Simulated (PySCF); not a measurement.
A GIAO shielding run with PySCF 2.14.0 with density-fitted response routines (density fitting, non-relativistic, gas phase) on `[C-]#[N+]CC=C`, C4H5N:

```
$ OMP_NUM_THREADS=1 python probes_run.py task.json out

{"job": {"kind": "nmr", "xc": "KT3", "basis": "pcSseg-2", "pop": false}, "charge": 0, "multiplicity": 1}
C      2.849893     0.276749     0.750105
N      1.846066    -0.147072     0.338401
C      0.608792    -0.648563    -0.140014
C     -0.553062     0.129116     0.395986
C     -1.484763     0.667565    -0.372847
H      0.617433    -0.621213    -1.232149
H      0.537061    -1.697881     0.165324
H     -0.602762     0.220085     1.477207
H     -1.441027     0.594159    -1.454911
H     -2.326253     1.201525     0.051421
```

Hardware: 1 thread of an Arm Neoverse N1, shared host.

Question: How large is the calculation?

Answer: 36 electrons, 250 basis functions and 645 auxiliary functions.

Question: How long does it take, and how much memory does it need?

Answer: 51 s of wall time, with 16 SCF cycles; peak memory 0.71 GiB. Times on a shared host scatter by some tens of per cent.

Question: And these other runs on the same molecule and hardware: GIAO shielding at B97-2/pcSseg-2; GIAO shielding at PBE0/pcSseg-2; GIAO shielding at wB97X-D/pcSseg-2?

Answer: B97-2/pcSseg-2: 250 functions, 35 s; PBE0/pcSseg-2: 250 functions, 39 s; wB97X-D/pcSseg-2: 250 functions, 44 s.
